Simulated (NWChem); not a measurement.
System: ethylamine (C2H7N); SMILES CCN

```xyz
10

C      0.2571    -1.2343    -0.0367
C     -0.5506     0.0489     0.0217
N      0.3151     1.2090    -0.0768
H     -0.3946    -2.1209    -0.0138
H      0.8637    -1.2647    -0.9543
H      0.9463    -1.3085     0.8212
H     -1.1887     0.0307     0.9329
H     -1.2496     0.0726    -0.8321
H     -0.2323     2.0670    -0.0657
H      0.9301     1.2564     0.7345
```
Atoms are numbered in this order, from 1.

All runs: NWChem. Geometry optimised at PBE0/def2-SVP; all other runs use it. Pople sets run with spherical d functions.

| quantity | level | value |
|---|---|---|
| vertical, lowest excitation, singlet (eV) | Hartree-Fock/6-31G*, TDHF | ___ |
| cavity-dispersion-structure term (kcal/mol) in n-hexane | M05-2X/6-31G*, SMD | -0.5 |
| vertical ionisation energy, ΔSCF (eV) | PBE0/6-31G* | ___ |
| first state with f > 0.002 (eV), N K edge, unshifted | B3LYP/6-311G**, TDA | 388.3 |
| dipole (D) | PBE0/def2-SVP | 1.30 |
| highest harmonic frequency (cm⁻¹) | PBE0/def2-SVP | ___ |

Problem. Fill in the missing entries.

Solution. 
- vertical, lowest excitation, singlet (eV), value: 8.80
- vertical ionisation energy, ΔSCF (eV), value: 9.19
- highest harmonic frequency (cm⁻¹), value: 3618
